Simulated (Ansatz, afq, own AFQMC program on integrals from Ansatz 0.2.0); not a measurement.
## Breaking Ge2–H8 in Si$_{2}$Ge$_{3}$H$_{10}$, singlet

```yaml
atoms:
  - { symbol: Si, position_ang: [-1.2754, -0.8728, 1.2860] }
  - { symbol: Ge, position_ang: [0.0874, -1.9740, -0.3457] }
  - { symbol: Si, position_ang: [1.8222, -0.3770, -0.7636] }
  - { symbol: Ge, position_ang: [0.7158, 1.7512, -0.7236] }
  - { symbol: Ge, position_ang: [-1.3412, 1.4102, 0.5589] }
  - { symbol: H, position_ang: [-0.5862, -0.9442, 2.6141] }
  - { symbol: H, position_ang: [-2.6392, -1.4739, 1.4179] }
  - { symbol: H, position_ang: [-0.7314, -2.1953, -1.6349] }
  - { symbol: H, position_ang: [0.6243, -3.3365, 0.1325] }
  - { symbol: H, position_ang: [2.5447, -0.6197, -2.0511] }
  - { symbol: H, position_ang: [2.8099, -0.4362, 0.3610] }
  - { symbol: H, position_ang: [0.3656, 2.2012, -2.1564] }
  - { symbol: H, position_ang: [1.6021, 2.8370, -0.0820] }
  - { symbol: H, position_ang: [-1.4385, 2.3898, 1.7447] }
  - { symbol: H, position_ang: [-2.5602, 1.6402, -0.3576] }
```

Products: Si₂Ge₃H₉ (doublet; SiH2–GeH2–GeH2–SiH2–GeH, closed to a ring) and H (doublet), each relaxed with PBE0/def2-SVP like the molecule; electronic energies without zero-point terms. Determinants: RHF, UHF and UHF in that order.

Basis def2-SVP. Only valence electrons are correlated. Ansatz 0.2.0 and our own AFQMC program on the same integrals; the CISD trial comes from CCSD amplitudes, and released means the phaseless constraint is let go. Uncertainties: one standard error, sampling alone. No spin–orbit coupling. The errors of all members are added in quadrature.

No full CI on the walks' own integrals is used here. The released AFQMC energy serves as the reference, which it does only where one determinant dominates, the energy is flat over the last release times and near the phaseless one (40 meV or 2 meV an electron, half that with transition metals). On small molecules, where full CI could be run and the noise was under 10 meV, such values lay within 10 meV of it in 19 cases of 20, a flattering rate, since the rule was set on those same cases; what remains of the bias isn't in the error bar. Each member takes its own surest rung, up to full CI.

Errors are counted within def2-SVP, not against nature.

Cautions: inner d shell frozen; no relativity below Rb; no spin-orbit coupling; Si₂Ge₃H₁₀ (singlet): the released value is read at 0.90 1/Eh with a noise of 20 meV, more than in the cases checked (meV from the phaseless value at times in 1/Eh: -1 ± 8 at 0.21, -3 ± 10 at 0.42, -4 ± 13 at 0.63, -18 ± 20 at 0.90); Si₂Ge₃H₉ (doublet): the released value is read at 0.90 1/Eh with a noise of 15 meV, more than in the cases checked (meV from the phaseless value at times in 1/Eh: -1 ± 14 at 0.21, 12 ± 13 at 0.42, 26 ± 15 at 0.63, 11 ± 15 at 0.90).

Reference (AFQMC with the constraint released): 3.475 ± 0.025 eV.

| level | bond energy (eV) | error against released AFQMC (eV) |
| --- | --- | --- |
| HF | 2.775 | -0.700 ± 0.025 |
| MP2 | 3.358 | -0.116 ± 0.025 |
| CCSD | 3.460 | -0.015 ± 0.025 |
| CCSD(T) | 3.466 | -0.008 ± 0.025 |
| ph-AFQMC/CISD | 3.445 ± 0.017 | -0.029 ± 0.030 |

Correlation beyond CCSD(T) changes it by less than twice the noise. The perturbative (T) step is worth +0.006 eV.

Released energies are given only where the last usable release times agree within the noise; a slower fall can still hide under it.
